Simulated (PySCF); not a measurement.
Species: C5H7F.
Atom-mapped SMILES: `[F:1][C@H:2]1[CH:3]=[CH:4][CH2:5][CH2:6]1` (hydrogens: H7 on C2; H8 on C3; H9 on C4; H10, H11 on C5; H12, H13 on C6)

Method: PySCF, PBE0-D3(BJ)/def2-SVP geometry optimisation, gas phase; density fitting, grid level 1; the optimiser is geomeTRIC in internal coordinates, started from an MMFF94s structure.

Step 0: E = -8000.8133 eV
```
atom  x, y, z in Å  |  force x, y, z in eV/Å
F1     -0.3315    1.9446    0.9031   -0.123   0.825   0.827
C2     -0.0026    1.2175   -0.1951   -0.244  -0.809  -0.486
C3      1.2643    0.4671    0.0412    0.183  -0.422  -0.070
C4      1.0361   -0.8260    0.2960   -0.172   0.559   0.029
C5     -0.4252   -1.1338    0.2763    0.095   0.031  -0.399
C6     -1.0256    0.1029   -0.3954   -0.030  -0.279  -0.016
H7      0.0509    1.8857   -1.0586   -0.011   0.379  -0.186
H8      2.2366    0.9374    0.0419    0.404   0.237   0.011
H9      1.8002   -1.5531    0.5344    0.295  -0.295   0.118
H10    -0.8004   -1.2614    1.2969   -0.108  -0.206   0.254
H11    -0.6435   -2.0385   -0.2985   -0.140  -0.332   0.061
H12    -1.1544   -0.0957   -1.4673   -0.016   0.032  -0.109
H13    -2.0053    0.3537    0.0231   -0.131   0.280  -0.035
```

Step 1: E = -8000.8698 eV
```
atom  x, y, z in Å  |  force x, y, z in eV/Å
F1     -0.3158    1.9769    0.9164    0.051  -0.020  -0.040
C2     -0.0068    1.2137   -0.2017    0.016  -0.131  -0.135
C3      1.2811    0.4656    0.0260   -0.146   0.056   0.041
C4      1.0400   -0.8196    0.3055   -0.020  -0.081  -0.001
C5     -0.4278   -1.1520    0.2634    0.068   0.064   0.058
C6     -1.0380    0.0940   -0.3952    0.098   0.063   0.023
H7      0.0365    1.9103   -1.0592   -0.048  -0.016   0.088
H8      2.2603    0.9526    0.0335   -0.061  -0.028   0.008
H9      1.8088   -1.5536    0.5687   -0.043   0.025  -0.015
H10    -0.8080   -1.3085    1.2900    0.023  -0.020  -0.035
H11    -0.6466   -2.0787   -0.2936    0.034   0.037   0.020
H12    -1.1704   -0.0927   -1.4722    0.001   0.050   0.001
H13    -2.0136    0.3925    0.0163    0.027   0.000  -0.013
```

Task: Estimate the geometry and energy of step 2. (The exact step hangs on the optimiser's Hessian estimate; all steps are aligned on step 1, rigid shifts and turns removed.)

Result: E = -8000.8716 eV, largest force 0.134 eV/Å
```
atom  x, y, z in Å  |  force x, y, z in eV/Å
F1     -0.3111    1.9764    0.9114    0.004   0.033   0.034
C2     -0.0085    1.2115   -0.2061    0.021  -0.105  -0.020
C3      1.2718    0.4621    0.0279    0.121   0.056  -0.013
C4      1.0410   -0.8246    0.3066   -0.097   0.069  -0.024
C5     -0.4246   -1.1497    0.2651   -0.020  -0.029   0.002
C6     -1.0352    0.0960   -0.3952    0.005  -0.024   0.015
H7      0.0303    1.9093   -1.0598   -0.003   0.004   0.011
H8      2.2481    0.9507    0.0377    0.015   0.009   0.003
H9      1.8091   -1.5577    0.5685   -0.010   0.014   0.005
H10    -0.8027   -1.3098    1.2907   -0.012  -0.009  -0.005
H11    -0.6410   -2.0751   -0.2920   -0.010  -0.007  -0.006
H12    -1.1682   -0.0844   -1.4730   -0.007  -0.004   0.000
H13    -2.0094    0.3958    0.0163   -0.007  -0.005  -0.002
```

The energy changes by -0.0018 eV. The first-order estimate −F·Δx gives -0.0058 eV and the mean of the old and new forces, exact on a quadratic surface, -0.0017 eV. The step makes an angle of 50° with the force vector and moves no atom by more than 0.013 Å.

What follows is the cost of the whole optimisation. Time: 25 s; peak memory 0.50 GiB. Hardware: one thread of an Arm Neoverse V2 (shared host).
